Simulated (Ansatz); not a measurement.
Computed with B3LYP-D3(BJ)/def2-TZVP (Ansatz, an electronic-structure program). No frequencies were computed at this level.

Ansatz 0.2 input:
```yaml
crystal:
  periodic: [false, false, false]
  atoms:
    - { symbol: C, position_ang: [1.147506, -0.014105, -0.000004] }
    - { symbol: C, position_ang: [-0.044209, 0.005469, 0.0] }
    - { symbol: H, position_ang: [-1.103296, 0.008635, 0.000004] }
basis:
  gaussian: { orbitals: def2-tzvp }
hamiltonian:
  xc: b3lyp
  dispersion: d3bj
relax:
  max_steps: 150
magnetization:
  spin_polarized: true
  initial_magnetization: 1
```

Output:

```
Functional definition: B3LYP
404 factors; their error is unknown
mean field evaluation 1: about -2080.9916 eV, gradient 3.1e1 eV
mean field evaluation 2: about -2077.1795 eV, gradient 4.0e1 eV
mean field evaluation 4: about -2085.4324 eV, gradient 1.6e0 eV
mean field evaluation 8: about -2085.4496 eV, gradient 3.8e-2 eV
mean field evaluation 16: about -2085.4530 eV, gradient 7.5e-4 eV
mean field evaluation 32: about -2084.7771 eV, gradient 8.7e0 eV
mean field -2085.45304953 eV, -76.6389859992 hartree, gradient 1.3e-5 eV, S^2 0.771074; 3 other end points of the search recorded, 0 dependent functions left out
reference -2085.45322508 eV, -76.6389924508 hartree; 7, 6 occupied and 61, 62 virtual orbitals, 404 factors
relax step   1: F+E_penalty+E_count = -2085.50160515 eV  Δ(F+E_penalty+E_count) = +0.000e0 eV  max|allowed force component| = 8.631e-1 eV/Å  Δτ_max = 0.0000 Å  (82 SCF iters, accepted)
these checks for a lower state are left out or cut short: starts, cluster_reference, orbital_swaps, neighbouring_geometries, increment
404 factors; their error is unknown
mean field -2085.45703977 eV, -76.6391326378 hartree, gradient 5.5e-6 eV, S^2 0.772057; 0 other end points of the search recorded, 0 dependent functions left out
reference -2085.45721565 eV, -76.6391391013 hartree; 7, 6 occupied and 61, 62 virtual orbitals, 404 factors
relax step   2: F+E_penalty+E_count = -2085.50556707 eV  Δ(F+E_penalty+E_count) = -3.962e-3 eV  max|allowed force component| = 5.163e-2 eV/Å  Δτ_max = 0.0067 Å  (59 SCF iters, accepted)
these checks for a lower state are left out or cut short: starts, cluster_reference, orbital_swaps, neighbouring_geometries, increment
404 factors; their error is unknown
mean field -2085.45707756 eV, -76.6391340266 hartree, gradient 4.2e-6 eV, S^2 0.772064; 0 other end points of the search recorded, 0 dependent functions left out
reference -2085.45725347 eV, -76.6391404912 hartree; 7, 6 occupied and 61, 62 virtual orbitals, 404 factors
relax step   3: F+E_penalty+E_count = -2085.50560202 eV  Δ(F+E_penalty+E_count) = -3.495e-5 eV  max|allowed force component| = 6.742e-3 eV/Å  Δτ_max = 0.0009 Å  (58 SCF iters, accepted)
404 factors; their error is unknown
mean field evaluation 64: about -2085.4510 eV, gradient 3.0e-1 eV
mean field -2085.45707756 eV, -76.6391340266 hartree, gradient 4.5e-6 eV, S^2 0.772064; 4 other end points of the search recorded, 0 dependent functions left out
reference -2085.45725347 eV, -76.6391404912 hartree; 7, 6 occupied and 61, 62 virtual orbitals, 404 factors
Total energy: -2085.50577793 eV, -76.6409237324 hartree
Atom 0 at     1.154636    -0.014026    -0.000004 Å, force    -0.000914     0.003173    -0.000000 eV/Å
Atom 1 at    -0.045240     0.005150     0.000000 Å, force     0.002864    -0.006742     0.000000 eV/Å
Atom 2 at    -1.109394     0.008875     0.000004 Å, force    -0.001950     0.003569    -0.000000 eV/Å
Dipole moment:    -0.162787     0.002924     0.000001 e Å
```

Cost: roughly 7 core-seconds.
